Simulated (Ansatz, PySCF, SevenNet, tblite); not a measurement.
# Ladder of methods for the lattice constant a of zinc-blende BAs

Reference value: 4.777 Å (measured, room temperature, no zero-point or thermal correction; as tabulated in Lucero et al. (2012), arXiv:1111.4515).

| level (code) | value (Å) | difference (%) |
|---|---|---|
| IPEA1-xTB (tblite) | 4.674 | -2.16 |
| SevenNet-l3i5 | 4.820 | +0.90 |
| PBE (Ansatz) | 4.809 | +0.67 |
| r²SCANh (Ansatz) | 4.774 | -0.06 |
| CCSD(T) (PySCF) | 4.769 ± 0.02 | -0.17 |

Leaving aside IPEA1-xTB (doubt noted below): The reference is not for a static lattice or low temperature, so close values are not ranked against it.

The measured value isn't corrected to a static lattice, so vibrations enter the comparison. A static lattice is as a rule a little smaller than the measured one.  A ± on a computed value is a rough bar: the spread of its extrapolation, a floor set from checks against published values, or a statistical error. IPEA1-xTB: this parameter set was refitted to ionisation energies, not structures. IPEA1-xTB: the run uses a supercell at the zone centre in place of a k mesh. K meshes differ between the levels. Ansatz's density-functional and Hartree–Fock values are scalar-relativistic unless marked +SOC, with PAW data made under PBE.

Machine-learned potentials (SevenNet-l3i5) are trained on DFT data: a solid inside that data is no test of them.

Differences are worked out from the printed values.

Ansatz is an electronic-structure program.
